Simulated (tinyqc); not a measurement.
Pariser-Parr-Pople SCF with singles CI, for the molecule NC(=O)C=O (SMILES; centres numbered as the heavy atoms are written), step by step. One step of it, computed by the program tinyqc.

Question. Iteration 3: Fock matrix. F_rr = H_rr + P_rr gamma_rr / 2 + sum_(s != r) P_ss gamma_rs; F_rs = H_rs - P_rs gamma_rs / 2; E = tr P (H + F) / 2 + core repulsion sum_(r<s) z_r z_s gamma_rs.

P after iteration 2, lower triangle:
```
           1N        2C         3O        4C        5O
1N   1.775272
2C   0.509857  0.756436
3O  -0.334572  0.745286   1.495385
4C   0.014357  0.310931   0.078477  0.632446
5O  -0.159687  0.144645  -0.271614  0.869729  1.340461
```

core matrix H (eV), lower triangle:
```
            1N          2C          3O          4C          5O
1N  -42.284533
2C   -2.230000  -39.414947
3O    0.000000   -2.510000  -41.723495
4C    0.000000   -2.390000    0.000000  -36.035484
5O    0.000000    0.000000    0.000000   -2.510000  -39.381380
```

repulsion gamma_rs (eV), lower triangle:
```
           1N         2C         3O         4C         5O
1N  14.370000
2C   5.790434  12.120000
3O   4.261632   5.923040  15.810000
4C   4.101089   5.564624   4.166833  12.120000
5O   3.091378   4.166415   3.880359   5.921850  15.810000
```

Centres (angstrom, eV; a flat drawing with bonds scaled to 1.40 angstrom):
```
centre          x          y  core charge z          W   gamma_rr
1N       1.697000  -0.700000              2  25.040000  14.370000
2C       0.485000   0.000000              1  12.180000  12.120000
3O       0.485000   1.400000              1  19.230000  15.810000
4C      -0.727000  -0.700000              1  12.180000  12.120000
5O      -1.940000   0.000000              1  19.230000  15.810000
```

Give: F; pi energy.

Answer.

F (eV), lower triangle:
```
          1N       2C        3O       4C        5O
1N  -12.0387
2C   -3.7061  -6.5899
3O    0.7129  -4.7172  -10.0198
4C   -0.0294  -3.2551   -0.1635  -6.5440
5O    0.2468  -0.3013    0.5270  -5.0852  -10.5975
```

pi energy = -104.4088 eV
